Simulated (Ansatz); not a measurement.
**BClH₂O: small, medium and large basis sets**

The task here is to estimate one member of a computed series from the others.

Program: Ansatz 0.2.0, Gaussian basis. Level of theory: one geometry, several basis sets. These are calculated values, not measurements.

The runs, in order: PBE0-D4/def2-SVP; ωB97M-V/def2-SVP; PBE0-D4/def2-QZVPP; ωB97M-V/def2-QZVPP; the functionals' def2-TZVPP values are taken from earlier runs.

## The geometry

The geometry comes from an earlier relaxation with PBE0-D4 in a triple-zeta def2 set; it is a stationary point.

SMILES `OBCl`, 5 atoms, charge 0, spin multiplicity 1.

Atoms are counted from 1 here; the program's logs count them from 0.

Bond lengths: O1–B2 1.340 Å, O1–H4 0.963 Å, B2–Cl3 1.766 Å, B2–H5 1.189 Å. Angles: B2–O1–H4 113.9°, O1–B2–Cl3 121.0°, O1–B2–H5 119.8°, Cl3–B2–H5 119.2°.

Coordinates:

```xyz
5
charge 0, multiplicity 1
O    -0.8633   -0.6186   -0.0029
B     0.3790   -0.1372    0.1379
Cl    0.7886    1.4960   -0.3953
H    -1.4777    0.0012   -0.4097
H     1.2233   -0.8151    0.6286
```

Set-up of the first run:

File in.yaml:

```yaml
crystal:
  periodic: [false, false, false]
  atoms:
    - {symbol: O, position_ang: [-0.863252, -0.618611, -0.002887]}
    - {symbol: B, position_ang: [0.379022, -0.137190, 0.137890]}
    - {symbol: Cl, position_ang: [0.788554, 1.496001, -0.395299]}
    - {symbol: H, position_ang: [-1.477730, 0.001188, -0.409748]}
    - {symbol: H, position_ang: [1.223306, -0.815089, 0.628646]}
basis:
  gaussian: {orbitals: def2-SVP}
hamiltonian: {xc: pbe0, dispersion: d4}
output: {orbitals: {seedname: orbitals}}
```

Among the steps run: PBE0-D4 in def2-SVP; ωB97M-V in def2-SVP; PBE0-D4 in def2-QZVPP; ωB97M-V in def2-QZVPP.

One of the session's tables, all rows but one given; the rest of the session is left out.

It belongs to the step «Functionals by basis». 

```
functional       basis  HOMO (eV)  LUMO (eV)
   PBE0-D4    def2-SVP      -8.96      -0.07
   PBE0-D4  def2-TZVPP      -9.15      -0.39
   PBE0-D4  def2-QZVPP      -9.18      -0.48
   ωB97M-V    def2-SVP     -11.21       2.10
   ωB97M-V  def2-TZVPP          ?          ?
   ωB97M-V  def2-QZVPP     -11.49       1.44
```

Q: Estimate the row for ωB97M-V, def2-TZVPP from the others.

**Answer.** HOMO (eV): -11.45; LUMO (eV): 1.63. In the column «HOMO (eV)» it lies between ωB97M-V, def2-QZVPP (-11.49) and ωB97M-V, def2-SVP (-11.21).
